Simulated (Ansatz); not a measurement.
**How far each method lies from full CI for CH₄, singlet**

Geometry: a point of a stretch scan, not a stationary point.

```xyz
5

C    -0.0086   -0.0085    0.0085
H     0.6195    0.6215    0.6378
H    -0.5036   -0.4997    0.5015
H    -0.6352    0.6197   -0.6240
H     0.6216   -0.6400   -0.6171
```

Basis 6-31G; Ansatz 0.2.0. Correlated methods freeze the noble-gas cores, which leaves 8 electrons in 16 orbitals. Prefix R: restricted or restricted open-shell reference. Active spaces: valence = (8e, 8o) chosen from the atoms' valence shells; pair = (2e, 2o) about the gap.

Full CI is exact within this basis and frozen core; it isn't the basis-set limit.

* UHF ⟨S²⟩: 0.000
* T1 diagnostic (RCCSD): 0.0039
* largest doubles amplitude (RCCSD): 0.046

| level | E − E(RHF) (eV) |
| --- | --- |
| RMP2 | -2.5603 |
| RCCSD | -3.0543 |
| RCCSD(T) | -3.0927 |

Question: Estimate how far full CI in 6-31G lies from RCCSD(T). The table doesn't fix it; the size of (T) and the diagnostics are the guide.

Answer: Full CI in 6-31G lies 0.7 kJ/mol below RCCSD(T), which is 20 % of the (T) step (-3.7 kJ/mol). The diagnostics are small and one determinant leads, so the series closes fast and only a small part of (T) is left.

The other levels:

```json
{"level": "CISD", "E − E(full CI) (kJ/mol)": "14.9", "share of correlation (%)": "95.03", "wall time": "0.36 s"}
{"level": "BCCD(T)", "E − E(full CI) (kJ/mol)": "0.7", "share of correlation (%)": "99.75", "wall time": "0.21 s"}
{"level": "RCCSDT", "E − E(full CI) (kJ/mol)": "0.2", "share of correlation (%)": "99.93", "wall time": "–"}
{"level": "CISDTQ", "E − E(full CI) (kJ/mol)": "0.4", "share of correlation (%)": "99.87", "wall time": "0.69 s"}
{"level": "RCCSDT(Q)", "E − E(full CI) (kJ/mol)": "0.0", "share of correlation (%)": "100.00", "wall time": "0.45 s"}
{"level": "RCCSDTQ", "E − E(full CI) (kJ/mol)": "0.0", "share of correlation (%)": "99.99", "wall time": "2.1 s"}
{"level": "CASSCF (pair space)", "E − E(full CI) (kJ/mol)": "257.5", "share of correlation (%)": "13.90", "wall time": "–"}
{"level": "NEVPT2 (pair space)", "E − E(full CI) (kJ/mol)": "45.1", "share of correlation (%)": "84.91", "wall time": "0.18 s"}
{"level": "MRCISD (pair space)", "E − E(full CI) (kJ/mol)": "11.3", "share of correlation (%)": "96.24", "wall time": "–"}
{"level": "MRCISD+Q (pair space)", "E − E(full CI) (kJ/mol)": "1.3", "share of correlation (%)": "99.57", "wall time": "0.27 s"}
{"level": "CASSCF (valence space)", "E − E(full CI) (kJ/mol)": "98.5", "share of correlation (%)": "67.06", "wall time": "–"}
{"level": "NEVPT2 (valence space)", "E − E(full CI) (kJ/mol)": "24.0", "share of correlation (%)": "91.97", "wall time": "2.4 s"}
{"level": "MRCISD (valence space)", "E − E(full CI) (kJ/mol)": "1.5", "share of correlation (%)": "99.51", "wall time": "–"}
{"level": "MRCISD+Q (valence space)", "E − E(full CI) (kJ/mol)": "-0.2", "share of correlation (%)": "100.05", "wall time": "3.1 s"}
{"level": "MRCISD+Q(relaxed) (valence space)", "E − E(full CI) (kJ/mol)": "-0.4", "share of correlation (%)": "100.12", "wall time": "3.4 s"}
```

The correlation energy at full CI, counted from RHF, is -3.100 eV. That run took 4.6 s on 1 thread of Arm Neoverse V1, shared host over 1,656,848 determinants.

Times hold each run's SCF and search for its determinant on a shared host, so for small cases they say little of a method's own cost; they ran on 1 thread of Arm Neoverse V1.

The full-CI state has the irrep A' of Cs, in the program's axes (one component, if the state is degenerate).

Natural occupations of full CI about the gap: 1.984 1.974 1.969 1.969 0.023 0.023 0.021 0.012 0.007 0.006; effectively unpaired electrons, Σ n²(2−n)², 0.02.
